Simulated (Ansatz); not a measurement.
## [OH···H···GeH3], doublet: reading a ladder of total energies

Geometry: a point of a hydrogen-transfer path between rigid fragments, not a stationary point.

```yaml
atoms:
  - { symbol: O, position_ang: [-2.6228, -0.0100, 0.0000] }
  - { symbol: H, position_ang: [-2.8721, 0.9166, 0.0000] }
  - { symbol: H, position_ang: [-1.7308, -0.0100, 0.0000] }
  - { symbol: Ge, position_ang: [0.5972, -0.0100, 0.0000] }
  - { symbol: H, position_ang: [1.0659, -1.4759, 0.0000] }
  - { symbol: H, position_ang: [1.0659, 0.7230, -1.2695] }
  - { symbol: H, position_ang: [1.0659, 0.7230, 1.2695] }
```

Basis cc-pVDZ; Ansatz 0.2.0. Correlated methods freeze the noble-gas cores and the filled d shells of p-block atoms, which leaves 15 electrons in 51 orbitals. Prefix R: restricted or restricted open-shell reference; prefix U: unrestricted. No spin–orbit coupling is included, and no scalar relativity.

Full CI isn't at hand for all of this; UCCSDT(Q) serves as the reference, and is uncertain by about the last step of the cluster series.

Runs differ by some tens of microhartree through their thresholds and, for an open shell, their frozen cores, so steps under 0.03 kcal/mol mean nothing.

```csv
level,total energy (hartree)
UHF,-2153.048632
UMP2,-2153.342879
UCCSD,-2153.377536
UCCSD(T),-2153.382973
UCCSDT,-2153.383729
UCCSDT(Q),-2153.384245
```

Task: What is the correlation energy at UCCSDT(Q), and what share of it do UMP2 and UCCSD recover?

Result: E(corr) = -2153.384245 − (-2153.048632) = -0.335613 hartree = -9.132 eV. UMP2: -0.294247 / -0.335613 = 87.67 %. UCCSD: -0.328904 / -0.335613 = 98.00 %.

Task: By how many kcal/mol does UCCSD(T) miss UCCSDT(Q) (1 hartree = 627.509 kcal/mol), and which steps make up the rest?

Result: -2153.382973 − (-2153.384245) = 0.001272 hartree = 0.80 kcal/mol. Steps: UCCSDT − UCCSD(T) = -0.47, UCCSDT(Q) − UCCSDT = -0.32 kcal/mol. That is within 1 kcal/mol of the reference in this basis, which itself misses far more of the correlation at the basis-set limit.
